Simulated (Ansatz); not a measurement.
Born–Oppenheimer molecular dynamics of C4H10O2 (16 atoms, charge 0, multiplicity 1). It starts from a relaxed structure.

Computed with RKS BLYP/STO-3G (Ansatz).

```
ensemble        : NVT, Langevin thermostat
time step       : 0.5 fs
steps asked     : 162
set temperature : 1000 K
friction        : 0.001 /fs
seed            : 687203
```

First frame:

```xyz
16
Properties=species:S:1:pos:R:3
C -1.283 -1.402 1.344
O -0.385 -1.596 0.163
C 0.311 -0.311 -0.086
C 1.381 -0.615 -1.215
O -0.737 0.682 -0.534
C -0.211 2.052 -0.283
H -1.818 -2.368 1.485
H -0.707 -1.165 2.276
H -2.031 -0.588 1.173
H 0.829 0.077 0.847
H 2.110 -1.368 -0.852
H 0.873 -1.009 -2.117
H 1.928 0.310 -1.483
H 0.081 2.216 0.788
H -1.039 2.753 -0.538
H 0.674 2.308 -0.922
```

Q: How far do the bonds stretch over the last three quarters of this one trajectory? (Pairs bonded in most of those frames.)

A: 
```tsv
bond	mean (Å)	spread (Å)	shortest	longest
C1–O2	1.518	0.035	1.47	1.57
C1–H7	1.123	0.022	1.08	1.17
C1–H8	1.126	0.032	1.07	1.18
C1–H9	1.120	0.015	1.09	1.15
O2–C3	1.495	0.027	1.45	1.54
C3–C4	1.588	0.032	1.54	1.65
C3–O5	1.508	0.035	1.47	1.57
C3–H10	1.141	0.028	1.10	1.19
C4–H11	1.111	0.021	1.08	1.14
C4–H12	1.111	0.035	1.05	1.18
C4–H13	1.110	0.010	1.09	1.14
O5–C6	1.511	0.080	1.39	1.62
C6–H14	1.130	0.036	1.06	1.20
C6–H15	1.122	0.029	1.07	1.18
C6–H16	1.130	0.023	1.09	1.17
```

Mean temperature of the second half: 486 K. The mean temperature of the second half is 51 % below the set value. A run of 0.081 ps of so small a system gives no equilibrium averages. Limits of this set-up: minimal basis.

Time of the run: 6.9 min on 1 thread of AMD EPYC 7B13 (Zen 3), with other jobs on the host, peak memory 0.12 GiB.
